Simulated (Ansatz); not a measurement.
Two structures of CH8AlN, singlet, reached by relaxing down either side of one saddle point (PBE0-D4/def2-TZVP). Energies are electronic, without zero-point energy. Computed with Ansatz 0.2.0 (basis: def2-TZVPP and def2-QZVPP); correlated methods freeze the cores. Extrapolation: Hartree–Fock as exp(−7.88 √X), correlation as X^−2.97. First:

```csv
atom,x (Å),y (Å),z (Å)
Al1,-1.2382,0.6212,-0.0688
N2,-0.1940,-0.7321,0.3905
C3,0.8037,-1.4082,-0.4098
H4,-2.2558,1.1627,1.0176
H5,-1.1396,1.1540,-1.5577
H6,0.7032,2.2511,0.7687
H7,0.3403,2.8326,0.4657
H8,-0.2539,-1.1145,1.3225
H9,0.8286,-0.9756,-1.4131
H10,0.5925,-2.4782,-0.5243
H11,1.8132,-1.3127,0.0089
```

Second:

```json
{"atom": "Al1", "x (Å)": "-1.1159", "y (Å)": "1.1582", "z (Å)": "-0.1279"}
{"atom": "N2", "x (Å)": "0.1109", "y (Å)": "-0.2915", "z (Å)": "0.6349"}
{"atom": "C3", "x (Å)": "0.9985", "y (Å)": "-0.8999", "z (Å)": "-0.3678"}
{"atom": "H4", "x (Å)": "-1.9024", "y (Å)": "1.5743", "z (Å)": "1.2075"}
{"atom": "H5", "x (Å)": "-1.9105", "y (Å)": "0.2829", "z (Å)": "-1.2135"}
{"atom": "H6", "x (Å)": "0.6565", "y (Å)": "0.1229", "z (Å)": "1.3847"}
{"atom": "H7", "x (Å)": "-0.0040", "y (Å)": "2.1757", "z (Å)": "-0.6800"}
{"atom": "H8", "x (Å)": "-0.4732", "y (Å)": "-1.0013", "z (Å)": "1.0668"}
{"atom": "H9", "x (Å)": "1.6104", "y (Å)": "-0.1153", "z (Å)": "-0.8118"}
{"atom": "H10", "x (Å)": "0.3852", "y (Å)": "-1.3376", "z (Å)": "-1.1549"}
{"atom": "H11", "x (Å)": "1.6445", "y (Å)": "-1.6682", "z (Å)": "0.0621"}
```

Which bonds change from the first to the second?

CH₆AlN ([CH3][NH][AlH2]) + H₂ → CH₅N ([CH3][NH2]) + AlH₃ (still joined by a long Al–N bond); bonds formed: Al1–H7, N2–H6; bonds broken: H6–H7; bonds weakened to dative contacts: Al1–N2.

Give the saddle point's structure and its height above each. (Judge from chemistry; the value comes from the calculation.)

By the calculation: 89.9 kJ/mol above the first and 142.9 kJ/mol above the second (CCSD(T) at an estimated basis limit (MP2 extrapolated from triple and quadruple zeta, plus CCSD(T) − MP2 in triple zeta)).
```xyz
11
angstrom
Al -1.1954 0.9465 -0.0730
N 0.0542 -0.3388 0.5356
C 0.8777 -1.1395 -0.3524
H -2.3078 1.3143 0.9943
H -1.3760 1.0228 -1.6461
H 0.4601 1.0371 0.5819
H 0.2597 1.9719 0.3446
H -0.0874 -0.7780 1.4346
H 1.1408 -0.5486 -1.2345
H 0.3622 -2.0383 -0.7103
H 1.8119 -1.4490 0.1253
```

The T1 diagnostic stays at or below 0.013.

Labels in which every atom is bracketed show which atoms are joined, not bond orders.

For scale, one of the runs: CCSD(T)/def2-TZVPP, 216 basis functions, launched by `ansatz run in.yaml --threads 2 --pin off --events-out ev --progress --plain --max-ram 4352MiB`. The run took 58 s on 2 CPU threads of an Intel Xeon Platinum 8375C (shared host), with 3.1 GiB of host memory at its peak.
